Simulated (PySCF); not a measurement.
Bonding in OF2

OF2.
Numbering: `[F:1][O:2][F:3]`

Geometry (PBE0-D3(BJ)/def2-TZVP, Å), atoms numbered from 1 in this order:
```xyz
3
OF2 angstrom
F     -1.080   -0.290    0.018
O     -0.013    0.585   -0.003
F      1.093   -0.242   -0.003
```

Bond orders from the PBE0/pcSseg-2 density (PySCF). Geometry: PBE0-D3(BJ)/def2-TZVP; no solvent, vibrations or thermal averaging.

Q: Where do the orders between heavy atoms depart from those drawn in the SMILES?

A: The largest departure is 0.082, at F1–O2 (drawn single, 0.918) and O2–F3 (drawn single, 0.918).

Q: Give the Mayer order of every bond, beside its length.

A: 
| bond | drawn as | length (Å) | Mayer order |
| --- | --- | --- | --- |
| F1–O2 | single | 1.380 | 0.918 |
| O2–F3 | single | 1.381 | 0.918 |

Q: Sum the orders of all bonds at each heavy atom with more than one neighbour and set the sums beside the valence in the SMILES.

A: O2 1.836 (drawn 2). Orders between atoms that aren't bonded are not in these sums.

For a closed shell the Mayer order of atoms A and B is Σ (PS)μν (PS)νμ over the basis functions μ on A and ν on B, with P the density and S the overlap matrix.

These values come from a run that also computed NMR shieldings. Hardware: one thread, Arm Neoverse N1 (aarch64) (shared host). Cost: 4.8 s of wall time, 0.36 GiB resident at most.
